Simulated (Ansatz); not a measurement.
A made-up structure of C₂H₄N, doublet:

C1  (-1.314, -0.270, -0.743)
N2  (-0.549, -0.317, 0.208)
C3  (0.786, 0.222, 0.291)
H4  (-2.324, -0.695, -0.759)
H5  (1.480, -0.590, 0.519)
H6  (-0.149, -1.156, 0.627)
H7  (1.093, 0.718, -0.634)
(Å)

It is relaxed with PBE-D4/def2-SVP and then PBE0-D4/def2-TZVP (Ansatz 0.2.0). Atoms count as bonded within 1.22 times the sum of their covalent radii (H–H: 0.88 Å). The end point is not checked to be a true minimum.

**Question.** Does its bonding change? (A judgement: the text doesn't fix the answer.)

**Answer.** Computed: No: no bond forms or breaks.

Where it ends: The first stage lowers the energy by 1.94 eV in 9 steps. It ends as C₂H₄N ([CH][NH][CH2]):
```
7
angstrom
C -1.3600 -0.0691 -0.7694
N -0.3863 -0.5134 0.0157
C 0.8620 0.0320 0.0529
H -2.2321 -0.7158 -0.5643
H 1.5983 -0.3893 0.7207
H -0.5078 -1.3030 0.6524
H 1.0482 0.8706 -0.5999
```

Labels in which every atom is bracketed show which atoms are joined, not bond orders.

For scale, one of the runs: PBE0-D4/def2-TZVP relaxation, 117 basis functions, launched by `ansatz run in.yaml --threads 2 --pin off --events-out ev --progress --plain --max-ram 4352MiB`. Hardware: 2 CPU threads of an Arm Neoverse V2, shared host. Wall time about 14 s.
